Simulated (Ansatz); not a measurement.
For hcp Ru, r²SCAN+rVV10 (Ansatz, an electronic-structure program, PAW) gives:

- equilibrium lattice constant a: 2.697 Å
- lattice parameter c: 4.252 Å

### Question
What does B3LYP (VWN-RPA form) in Ansatz (plane waves, PAW) give for the same quantities?

### Answer

- lattice constant a: 2.722 Å (rises by 0.9 %)
- lattice parameter c: 4.295 Å (goes up by 1.0 %)

For comparison: lattice constant a 2.706 Å (measured, 293 K, not corrected to a static lattice, our sources range from 2.700 to 2.706; as tabulated in Wikipedia's data pages); lattice parameter c 4.282 Å (measured, 293 K, not corrected to a static lattice; as tabulated in Wikipedia's data pages).

Changes are worked out from the printed values.

Unless a cell is named, each level is at its own relaxed cell (r²SCAN+rVV10 13.39, B3LYP (VWN-RPA form) 13.79 Å³/atom).

Ansatz's density-functional and Hartree–Fock values are scalar-relativistic unless marked +SOC, with PAW data made under PBE.
